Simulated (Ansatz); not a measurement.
A made-up structure of Si2H4S, closed shell:

```xyz
7
angstrom
Si -0.8375 0.5269 -0.3154
Si 1.0566 -0.6831 0.3466
S 1.8253 -0.6539 2.1359
H -1.8654 -0.4283 -0.8100
H 2.7029 -1.4770 2.7699
H -1.3566 1.3027 0.8355
H 1.6348 -1.4997 -0.7619
```

It is relaxed with PBE-D4/def2-SVP and then PBE0-D4/def2-TZVP (Ansatz 0.2.0). Atoms count as bonded within 1.22 times the sum of their covalent radii (H–H: 0.88 Å). The end point is not checked to be a true minimum.

Question: Does its bonding change? (Judge from chemistry; the calculation decides.)

Answer: Computed: No: no bond forms or breaks.

Where it ends: The first stage lowers the energy by 1.45 eV in 12 steps. It ends as Si₂H₄S ([SiH2][SiH][SH]):
```
7
angstrom
Si -0.7054 0.5186 -0.1747
Si 0.7166 -0.9419 0.6113
S 1.7618 -0.6666 2.4351
H -1.5689 -0.1110 -1.2126
H 2.9385 -1.1189 1.9701
H -1.5292 1.1629 0.8846
H 1.5467 -1.7554 -0.3132
```

Labels in which every atom is bracketed show which atoms are joined, not bond orders.

For scale, one of the runs: PBE0-D4/def2-TZVP relaxation, 135 basis functions, launched by `ansatz run in.yaml --threads 2 --pin off --events-out ev --progress --plain --max-ram 4352MiB`. The run took about 46 s on 2 CPU threads of an Arm Neoverse N1 (shared host).
